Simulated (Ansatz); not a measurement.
```yaml
crystal:
  periodic: [false, false, false]
  atoms:
    - {symbol: Ge, position_ang: [0.000000, 0.000000, 0.000000]}
    - {symbol: S, position_ang: [0.000000, 0.000000, 2.092500]}
basis:
  gaussian: {orbitals: def2-TZVP}
hamiltonian: {xc: pbe0}
relax: {f_tol: 0.004, max_steps: 80}
```

```sh
$ ansatz run in.yaml --threads 1 --pin off --events-out ev --progress --plain --max-ram 2176MiB
```

Steps of the relaxation (energy above the last step; positions in Å, forces in eV/Å):

```
2
step 1, 78.8 meV
Ge    0.000    0.000    0.000    0.000    0.000    1.909
S     0.000    0.000    2.092    0.000    0.000   -1.909
```

```
2
step 2, 5.4 meV
Ge    0.000    0.000    0.049    0.000    0.000   -0.573
S     0.000    0.000    2.044    0.000    0.000    0.573
```

```
2
step 3, 0.1 meV
Ge    0.000    0.000    0.038    0.000    0.000    0.079
S     0.000    0.000    2.055    0.000    0.000   -0.079
```

```
2
step 5, 0.0 meV
Ge    0.000    0.000    0.039    0.000    0.000    0.001
S     0.000    0.000    2.053    0.000    0.000   -0.001
```

Close pairs at the end: Ge1–S2 2.014 Å.

A stationary point of restricted PBE0 after 5 steps (its stability towards spin polarisation wasn't tested). 9.5 s on 1 thread of Arm Neoverse V1, shared host.
